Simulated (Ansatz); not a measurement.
**SiH₂ (singlet): the correlation ladder at distance Si1–H2 = 1.341 Å, cc-pVDZ**

An exercise on one series of results from a longer session: the logs are not shown, and one member is left open.

Program: Ansatz 0.2.0, Gaussian basis. Level of theory: cc-pVDZ, core rule «outside noble gas», up to 5 orbitals frozen. These are calculated values, not measurements.

Plan: UHF; CCSD(T) on RHF; CCSD(T) on UHF; BCCD(T) on RHF; CISD; CCSDT(Q) on RHF; CCSDT(Q) on UHF; CCSDTQ on RHF; CASSCF and MRCISD+Q, 2 electrons in 2 orbitals; CASSCF and NEVPT2, 2 electrons in 2 orbitals; CASSCF and MRCISD+Q, 6 electrons in 6 orbitals; CASSCF and NEVPT2, 6 electrons in 6 orbitals; Full CI.

15 further runs of the same task are left out: 2 for a mislabelled method, 8 that didn't finish, 5 set aside as unsound or not needed.

## The system

The geometry derives from a PBE0/def2-TZVP stationary point (not a proven minimum). One bond is set to the value named and the two fragments are kept rigid.

3 atoms, charge 0, spin multiplicity 1.

Atoms are counted from 1 here; the program's logs count them from 0.

Bond lengths: Si1–H2 1.341 Å, Si1–H3 1.526 Å. Angles: H2–Si1–H3 91.2°.

As a file:

```xyz
3

Si    0.0000   -0.0672   -0.0044
H     0.0000    0.8710   -0.9626
H     0.0000    1.0002    1.0856
```

Set-up of the first run:

in.yaml

```yaml
crystal:
  periodic: [false, false, false]
  atoms:
    - {symbol: Si, position_ang: [0.000000, -0.067154, -0.004415]}
    - {symbol: H, position_ang: [0.000000, 0.871043, -0.962573]}
    - {symbol: H, position_ang: [0.000000, 1.000150, 1.085597]}
basis:
  gaussian: {orbitals: cc-pVDZ}
magnetization: {spin_polarized: true, initial_magnetization: 0}
hamiltonian: {xc: hf}
output: {orbitals: {seedname: orbitals}}
```

Started as:

```bash
> ansatz run in.yaml --threads 1 --pin off --events-out ev --progress --plain --max-ram 2393MiB
```

Among the steps run: UHF; CCSD(T) on RHF; CCSD(T) on UHF; BCCD(T) on RHF; CISD; CCSDT(Q) on RHF; CCSDT(Q) on UHF; CCSDTQ on RHF; CASSCF and MRCISD+Q, 2 electrons in 2 orbitals; CASSCF and NEVPT2, 2 electrons in 2 orbitals; CASSCF and MRCISD+Q, 6 electrons in 6 orbitals; CASSCF and NEVPT2, 6 electrons in 6 orbitals; Full CI.

One table of the session follows, with a row left open; its other results are not shown here.

```
          method  from FCI (meV)
             RHF         +3241.2
             UHF         +3131.1
            RMP2          +841.8
            CISD          +212.4
           RCCSD           +76.7
        RCCSD(T)           +18.5
         BCCD(T)           +18.5
          RCCSDT            +3.1
       RCCSDT(Q)               ?
         RCCSDTQ            +0.1
     CASSCF pair         +2697.7
     NEVPT2 pair          +738.7
  CASSCF valence         +1963.7
  NEVPT2 valence          +645.6
  MRCISD valence           +86.6
MRCISD+Q valence            +9.4
             FCI               0
```

**Question.** Estimate the row for RCCSDT(Q).

**Answer.** from FCI (meV): +0.6. In the column «from FCI (meV)» it lies between RCCSDTQ (+0.1) and RCCSDT (+3.1).

Not comparable, so not listed: CCSD(T) on UHF; CASSCF and MRCISD+Q, 2 electrons in 2 orbitals (they don't share determinant, frozen orbitals or solution with the rows shown, or repeat one).

Limits of these values: Warnings in the runs' records: passed over end.
